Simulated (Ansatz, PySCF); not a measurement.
System: beryllium hydride, BeH, charge 0, multiplicity 2. 
Structure (B3LYP-D3(BJ)/def2-TZVP (Ansatz, a first-principles code) minimum search):
```
Be
H 1 1.3474
```
Charge 0, spin multiplicity 2.

Total electronic energies in hartree. Correlated levels leave the core frozen unless marked. UHF or UKS for open shells. Spin-orbit coupling is left out. Non-relativistic. FCI takes restricted orbitals. Basis-set limits of correlation are two-point, X^-3; Hartree-Fock from the larger set.

```json
[
 {"level": "HF/def2-SVP", "program": "Ansatz", "energy (Eh)": "-15.13426"},
 {"level": "HF/def2-TZVPPD", "program": "Ansatz", "energy (Eh)": "-15.15151"},
 {"level": "RI-HF/def2-QZVPP", "program": "Ansatz", "energy (Eh)": "-15.15335"},
 {"level": "TPSS/def2-TZVPD", "program": "PySCF", "energy (Eh)": "-15.26564"},
 {"level": "PBE0-D4/def2-TZVP", "program": "Ansatz + dftd4", "energy (Eh)": "-15.22438"},
 {"level": "PBE0/def2-TZVP", "program": "Ansatz", "energy (Eh)": "-15.22399"},
 {"level": "TPSSh/def2-TZVPD", "program": "PySCF", "energy (Eh)": "-15.26410"},
 {"level": "PW6B95/def2-TZVPD", "program": "PySCF", "energy (Eh)": "…"},
 {"level": "B2GP-PLYP-D3(BJ)/def2-TZVPD", "program": "Ansatz + dftd3", "energy (Eh)": "-15.22727"},
 {"level": "MP2/def2-SVPD", "program": "Ansatz", "energy (Eh)": "-15.16036"},
 {"level": "SCS-MP2/def2-SVPD", "program": "Ansatz", "energy (Eh)": "-15.16475"},
 {"level": "CCSD/def2-SVPD", "program": "Ansatz", "energy (Eh)": "-15.17063"},
 {"level": "CCSD/def2-QZVPPD", "program": "Ansatz", "energy (Eh)": "-15.19714"},
 {"level": "FCI/STO-3G", "program": "Ansatz", "energy (Eh)": "-14.95661"},
 {"level": "CCSD(T)/CBS(def2-TZVPPD,def2-QZVPPD)", "program": "Ansatz", "energy (Eh)": "-15.1992"}
]
```

Q: What belongs in the gaps?

A: 
- PW6B95/def2-TZVPD, energy (Eh): -15.28369
